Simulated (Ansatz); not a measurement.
# Active spaces for C3H3N, triplet

Calculated in Ansatz's Gaussian-basis code. Basis cc-pVTZ, nonrelativistic, 4 orbitals frozen in the corrections. State-specific CASSCF; RHF is the lowest restricted (open-shell) Hartree–Fock solution met. No symmetry is imposed, so a solution can break that of the shape. Lower solutions, or ones in other orbitals, may exist.

Geometry:

```xyz
7

C    -0.1616   -1.6386    0.0000
C     0.5850   -0.5250    0.0000
C     0.0000    0.7823    0.0000
H    -1.2452   -1.5982    0.0000
H     0.3060   -2.6164    0.0000
H     1.6699   -0.5721    0.0000
N    -0.4673    1.8678    0.0000
```

**Question.** What do CASSCF and its corrections give against RHF in CAS(4,4), and what are the occupations?

**Answer.** CASSCF -0.995 eV, SC-NEVPT2 -17.201 eV; occupations 1.91, 1.03, 0.97, 0.09.

**Question.** How do single-reference totals in the same basis and frozen core stand against SC-NEVPT2 in CAS(4,4)?

**Answer.** CCSD(T) -1.490 eV. Coupled cluster stands on the determinant that it favours, which can lie over the RHF solution above, and is in doubt where the occupations are far from 0, 1 and 2.
